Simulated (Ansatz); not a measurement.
An input for AlH3F− (SMILES [H][Al-]([H])([H])[F])

AlH3F−: 5 atoms, total charge -1, spin state singlet. SMILES: `[H][Al-]([H])([H])[F]`. The shape comes from GFN2-xTB, which is rough for such elements, and wasn't checked as a minimum.

```xyz
5

Al   -0.0006    0.0002   -0.0375
F     0.0114   -0.0193    1.6579
H     1.5299    0.0115   -0.5503
H    -0.7746    1.3326   -0.5198
H    -0.7662   -1.3250   -0.5502
```

Settings wanted:

```json
{
  "basis set": "STO-3G",
  "task": "energy",
  "method": "DFT",
  "functional": "BHLYP",
  "dispersion": "none",
  "reference": "RKS",
  "relativity": "none",
  "accuracy": "high"
}
```

Task: Write the Ansatz 0.2.0 input and the command.

Result: This one ran through:

run.yaml:
```yaml
basis:
  gaussian: {orbitals: STO-3G}
crystal:
  periodic: [false, false, false]
  atoms:
    - symbol: Al
      position_ang: [-0.000570, 0.000210, -0.037540]
    - symbol: F
      position_ang: [0.011440, -0.019350, 1.657940]
    - symbol: H
      position_ang: [1.529880, 0.011490, -0.550320]
    - symbol: H
      position_ang: [-0.774560, 1.332620, -0.519830]
    - symbol: H
      position_ang: [-0.766190, -1.324970, -0.550240]
total_charge: -1
hamiltonian: {xc: {name: BHLYP}}
accuracy: high
```

```bash
$ ansatz run run.yaml --threads 1 --pin off --max-ram 2610MiB --events-out events.jsonl --progress --plain --runs-dir runs
```

Calculated total energy: -339.56354 Eh. Without diffuse functions such a state is poorly described.
